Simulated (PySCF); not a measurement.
These 7 structures share the formula C5H3N. Theory: PBE0-D3(BJ)/def2-SVP geometry optimisation, gas phase (PySCF). One conformer each; no zero-point energy, no entropy. No frequencies were run at this level. Point groups hold within 0.08 Å.

Question: Order them by energy at this level, lowest first, and give relative energies in kcal/mol.
A. `[H]/N=C\C#CC#C`
B. `C#CC(=C)C#N`
C. vinylcyanoacetylene (`C=CC#CC#N`)
D. `C=C=C=CC#N`
E. `C=C1C=C1C#N`
F. (Z)-pent-2-en-4-ynenitrile (`C#C/C=C\C#N`)
G. t-cyanovinylacetylene (`C#C/C=C/C#N`)

Answer: C (0.0), G (2.9), F (3.2), B (7.2), D (7.4), E (18.8), A (31.3).

As drawn, the lowest has a C≡N group and a C=C bond outside aromatic rings, which the highest lacks; the highest has a C=N bond and an N–H bond, which the lowest lacks. Neighbours under 2.5 kcal/mol apart (C#C/C=C/C#N and C#C/C=C\C#N; C#CC(=C)C#N and C=C=C=CC#N) can change places with a better method, another conformer or zero-point energy. C#C/C=C/C#N and C#C/C=C\C#N are stereoisomers, 0.3 kcal/mol apart in the conformers taken.

| SMILES | E (Eh) | E rel (kcal/mol) | dipole (D) | point group | A, B, C (MHz) |
| --- | --- | --- | --- | --- | --- |
| C=CC#CC#N | -246.50415 | 0.0 | 5.00 | Cs | 40128, 1369, 1324 |
| C#C/C=C/C#N | -246.49955 | 2.9 | 4.01 | Cs | 46731, 1464, 1419 |
| C#C/C=C\C#N | -246.49904 | 3.2 | 3.64 | Cs | 7269, 2585, 1907 |
| C#CC(=C)C#N | -246.49267 | 7.2 | 3.79 | Cs | 6326, 2879, 1979 |
| C=C=C=CC#N | -246.49229 | 7.4 | 4.50 | Cs | 19246, 1546, 1431 |
| C=C1C=C1C#N | -246.47423 | 18.8 | 3.30 | Cs | 11406, 2256, 1884 |
| [H]/N=C\C#CC#C | -246.45422 | 31.3 | 2.37 | Cs | 44039, 1356, 1316 |

As an exercise, what shares would exp(−E/RT) give at 500 K from these electronic energies alone (no entropy, no degeneracies)?

RT = 0.994 kcal/mol: C=CC#CC#N 91.2 %, C#C/C=C/C#N 5.0 %, C#C/C=C\C#N 3.6 %, C#CC(=C)C#N 0.1 %, C=C=C=CC#N 0.1 %, C=C1C=C1C#N under 0.1 %, [H]/N=C\C#CC#C under 0.1 %.
